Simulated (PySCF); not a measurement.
Computed NMR parameters against published values

Atom-mapped SMILES (the numbers label the heavy atoms): `[CH:1]#[C:2][CH3:3]` (H(Xn): hydrogen on atom n).

[PySCF: shieldings: GIAO B97-2/pcSseg-2; geometry: PBE0-D3(BJ)/def2-TZVP; J couplings at B3LYP/pcJ-2; one averaged value for each set of equivalent atoms; a single conformation; no solvent; relativity neglected]

Reference values: measured (solution, not stated per compound (mostly CDCl3 or CCl4); Pretsch, Buehlmann, Badertscher, Structure Determination of Organic Compounds, 4th ed. (2009)).
| atoms | quantity | reference | computed | computed, scaled |
| --- | --- | --- | --- | --- |
| C2 | δ ¹³C | 80.4 | 83.6 | 78.7 |
| C1 | δ ¹³C | 68.3 | 71.5 | 67.0 |
| C3 | δ ¹³C | 3.7 | 4.7 | 2.5 |
| H(C3) | δ ¹H | 1.80 | 1.85 | 1.88 |

Computed shifts are σ(ref) − σ with the named reference compound (TMS for H and C) calculated as an isolated molecule at the same level. The measured values may be among those fitted. Empirical linear scaling, fitted to shifts measured mostly in CDCl3 for H and C (δ vs TMS): ¹³C: δ = 176.83 − 0.965σ (rms 2.0 ppm, 507 shifts, 2.1 ppm with the 1 outlier that the fit left out); ¹H: δ = 29.81 − 0.938σ (rms 0.14 ppm, 293 shifts, 0.16 ppm with the 4 outliers that the fit left out). Occasional misses reach two or three times the rms, and more in compound classes unlike the fitted ones.

Coupling constants in Hz:
| coupling | reference | computed | source |
| --- | --- | --- | --- |
| ¹J(C3,C2) | 67.4 | 72.4 | measured; Jessen and Sauer, arXiv:2312.00705 |
| ¹J(C2,C1) | 175.0 | 204.4 | measured; Jessen and Sauer, arXiv:2312.00705 |
| ²J(C3,C1) | 11.8 | 14.2 | measured; Jessen and Sauer, arXiv:2312.00705 |
| ¹J(C3,H(C3)) | 131.6 | 136.2 | measured; Jessen and Sauer, arXiv:2312.00705 |
| ¹J(C1,H(C1)) | 248.1 | 269.8 | measured; Jessen and Sauer, arXiv:2312.00705 |
| ¹J(C3,H(C3)) | 132.0 | 136.2 | measured; liquid or solution (compiled); San Fabian, Garcia de la Vega, Suardiaz et al., Magn. Reson. Chem. 2013, 51, 775 (SI) |
| ¹J(C1,H(C1)) | 248.0 | 269.8 | measured; liquid or solution (compiled); San Fabian, Garcia de la Vega, Suardiaz et al., Magn. Reson. Chem. 2013, 51, 775 (SI) |

Task: How far are the unscaled ¹³C shifts from the references?

Result: Mean signed difference +2.47 ppm, mean absolute 2.47 ppm over 3 comparisons; the largest is +3.2 ppm at C1 (terminal alkyne carbon).

11 of the 16 published NMR values on file for this molecule are compared. The rest: other calculations.
